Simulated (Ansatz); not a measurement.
Task: a ranking of conformers of C3H3FS, SMILES FCC=C=S, with the Ansatz DFT code, driven from Python. Give the script and its output. Settings (for the species named): B3LYP, 6-31G* basis, multiplicity 1, D4 dispersion.

The script, `conformers_c3h3fs.py`:
```python
"""Rank force-field conformers of C3H3FS by single points."""

import logging
import sys

import ansatz as az
from rdkit import Chem
from rdkit.Chem import AllChem

logging.basicConfig(stream=sys.stdout, format="[%(levelname)s] %(message)s")
log = logging.getLogger("c3h3fs")
log.setLevel(logging.INFO)

BASIS = "6-31G*"
FUNCTIONAL = "b3lyp"
DISPERSION = "d4"

rd = Chem.AddHs(Chem.MolFromSmiles("FCC=C=S"))
ids = list(AllChem.EmbedMultipleConfs(rd, numConfs=20, randomSeed=705, pruneRmsThresh=0.4))
field = [energy for _, energy in AllChem.MMFFOptimizeMoleculeConfs(rd)]
distinct = {round(e, 2): i for i, e in zip(ids, field)}
chosen = sorted(distinct.items())[:5]
found = []
for force_field, index in chosen:
    c3h3fs = az.Crystal.molecule()
    for atom, xyz in zip(rd.GetAtoms(), rd.GetConformer(index).GetPositions()):
        c3h3fs = c3h3fs.atom(atom.GetSymbol(), xyz.round(5).tolist())
    job = (
        c3h3fs.calculation()
        .basis(gaussian=BASIS)
        .functional(FUNCTIONAL, dispersion=DISPERSION)
    )
    found.append(job.run(threads=1).report["free_energy_ev"])
log.info("conformer   MMFF (kcal/mol)   this level (eV)")
for (force_field, index), e in zip(chosen, found):
    log.info(f"{index:9d} {force_field - chosen[0][0]:17.2f} {(e - min(found)):17.3f}")
```

Output of `python conformers_c3h3fs.py`:
```text
[INFO] conformer   MMFF (kcal/mol)   this level (eV)
[INFO]         3              0.00             0.000
[INFO]         0              1.21             0.009
```

The conformers keep their force-field geometries. b3lyp holds the VWN-RPA fit, as in Gaussian; the form of ORCA and Turbomole is b3lyp5. The whole script took 6.1 s on 1 thread of Arm Neoverse V1, on a shared host, peak memory 0.28 GiB.
